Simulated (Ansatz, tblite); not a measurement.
Spin states of the cluster B2C⁻ (the lowest doublet isomer of a short search), each relaxed with PBE0-D4/def2-TZVPD in Ansatz. Electronic energies in the gas phase.

The xTB rows come from tblite. Correlated methods freeze 3 core orbitals. In CCSD on the charge -1 doublet the largest single amplitude is 0.20, so its Hartree–Fock determinant may place the open shell otherwise than the density functionals do. The structure comes from a short search, and lower isomers may exist.

Doublet geometry (C2v within 0.1 Å):

Cartesian coordinates in Å:
```
B 0.1498 0.6087 -0.7120
B -0.0441 0.0758 0.9446
C -0.1057 -0.6845 -0.2326
```

Quartet geometry (C2v within 0.1 Å):

```xyz
3

B    -0.4182   -0.6845    0.4617
B    -0.0889    0.9116    0.1330
C     0.5071   -0.2271   -0.5947
```

⟨S²⟩: doublet 0.78 at PBE0-D4/def2-TZVPD (pure 0.75), quartet 3.76 at PBE0-D4/def2-TZVPD (pure 3.75).

Run but left out: HF/STO-3G, HF/def2-TZVPD, HF/def2-TZVPPD, MP2/def2-TZVPD, MP2/def2-TZVPPD (doublet: ⟨S²⟩ 1.08 to 1.36, where a pure state has 0.75).

Only these spin states were relaxed.

Question: Estimate which spin state lies lowest at each of these levels, and by how much: GFN2-xTB; PBE-D4/def2-TZVPD; revPBE-D4/def2-TZVPD; r2SCANh-D4/def2-TZVPD; B2PLYP/def2-TZVPD; RPA@PBE/def2-TZVPD; CCSD/def2-TZVPPD; CCSD(T)/def2-TZVPPD.

Answer: 
```tsv
level	quartet − doublet (kcal/mol)	lowest of these	remarks
GFN2-xTB	23.4	doublet	–
PBE-D4/def2-TZVPD	37.0	doublet	HOMO above zero (doublet), HOMO above zero (quartet)
revPBE-D4/def2-TZVPD	35.8	doublet	HOMO above zero (doublet), HOMO above zero (quartet)
r2SCANh-D4/def2-TZVPD	31.1	doublet	HOMO above zero (quartet)
B2PLYP/def2-TZVPD	41.1	doublet	–
RPA@PBE/def2-TZVPD	41.7	doublet	–
CCSD/def2-TZVPPD	37.9	doublet	large T1 (0.067) (doublet), spin-contaminated (⟨S²⟩ 1.08) (doublet)
CCSD(T)/def2-TZVPPD	40.4	doublet	large T1 (0.067) (doublet), spin-contaminated (⟨S²⟩ 1.08) (doublet)
```

The xTB methods have no spin-polarisation term.
